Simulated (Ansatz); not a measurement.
# BCl2H2: the cost of one run

All numbers below are computed with Ansatz 0.2.0 (UKS PBE0-D4/cc-pVDZ).

1 further run of the same task is left out (it didn't finish).

### 1 The structure to begin with

Bond lengths: B1–Cl3 1.860 Å, B1–Cl4 1.860 Å. Angles: Cl3–B1–Cl4 120.0°.

Coordinates:

```xyz
5

B     0.0000    0.0000    0.0000
H     0.0000    0.0000    1.4400
Cl    1.6108    0.0000   -0.9300
Cl   -1.6108    0.0000   -0.9300
H     0.0000    0.0000    2.4000
```

### 2 Pulling towards end A

Springs on the bonds that form and break draw the guess towards this end; the thresholds are loose.

Contents of input.yaml:

```yaml
crystal:
  periodic: [false, false, false]
  atoms:
    - { symbol: B, position_ang: [0.0, 0.0, 0.0] }
    - { symbol: H, position_ang: [0.0, 0.0, 1.44] }
    - { symbol: Cl, position_ang: [1.6108, 0.0, -0.93] }
    - { symbol: Cl, position_ang: [-1.6108, 0.0, -0.93] }
    - { symbol: H, position_ang: [0.0, 0.0, 2.4] }
magnetization:
  spin_polarized: true
  initial_magnetization: 1
basis:
  gaussian: { orbitals: cc-pVDZ }
hamiltonian:
  xc: pbe0
  dispersion: d4
relax:
  f_tol: 0.15
  max_steps: 25
  restrain:
    - { distance: [1, 4], at: 1.86, k: 30.0 }
    - { distance: [0, 1], at: 1.19, k: 30.0 }
```

Command:

```
ansatz run input.yaml --threads 1 --pin off --max-ram 2048MiB --backend cpu --events-out ev --progress --plain --runs-dir out
```

Q: Estimate wall time and peak memory on 1 thread of Arm Neoverse V1, shared host.

About 21 s, with a peak of 0.15 GiB.
